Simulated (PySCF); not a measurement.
## C4H4S: core ionisation energies

C4H4S.
Atom-mapped SMILES: `[CH3:1][C:2]#[C:3][CH:4]=[S:5]`

Cartesian coordinates in Å at the GFN2-xTB level; atoms count from 1:
```
atom  x, y, z in Å
C1    -1.818    0.127   -0.098
C2    -0.391   -0.012    0.020
C3     0.806   -0.155    0.120
C4     2.187   -0.243    0.229
S5     3.182    1.049    0.164
H6    -2.096    1.180   -0.069
H7    -2.313   -0.400    0.717
H8    -2.150   -0.304   -1.043
H9     2.607   -1.236    0.364
```

Theory: PySCF, delta-SCF UKS SCAN, pcX-2 on the ionised atom, pcseg-1 elsewhere, spin-free X2C. These are vertical core ionisation energies against the vacuum level, from separate self-consistent calculations with and without the core hole.

Question: List the computed XPS lines with their assignment.

Answer: 
```tsv
atom(s)	environment	level	binding energy (eV)	above the level's lowest (eV)	count
S5	thiocarbonyl sulfur	S 1s	2476.18	0.00	1
C2	alkyne carbon	C 1s	290.77	+0.14	1
C3	alkyne carbon	C 1s	290.63	0.00	1
```

The 2 C 1s values lie within 0.14 eV of each other; Gaussian lines of 0.5 eV full width would blend them into one maximum.

Question: Which effective nuclear charge Zeff reproduces each element's mean 1s value in the hydrogen-like formula E = 13.606 eV × Zeff²?

Answer: C (Z = 6): mean 290.7 eV, Zeff = 4.62, Z − Zeff = 1.38; S (Z = 16): mean 2476.2 eV, Zeff = 13.49, Z − Zeff = 2.51. Means run over the listed sites, weighted by atom count.

Question: Give the binding energy of C 1s of C3 in hartree and in kJ/mol.

Answer: 290.63 eV = 10.6805 Eh = 28042 kJ/mol.

The list is incomplete; no value stands for C 1s of C1, C4 (hole states with ⟨S²⟩ of 1 or more are left out). Spin contamination (⟨S²⟩ against 0.75 for a pure doublet) is marked for C 1s of C2 (0.98) and C 1s of C3 (0.91), which makes these values less certain. Geometry: GFN2-xTB; no solvent, vibrations or thermal averaging.
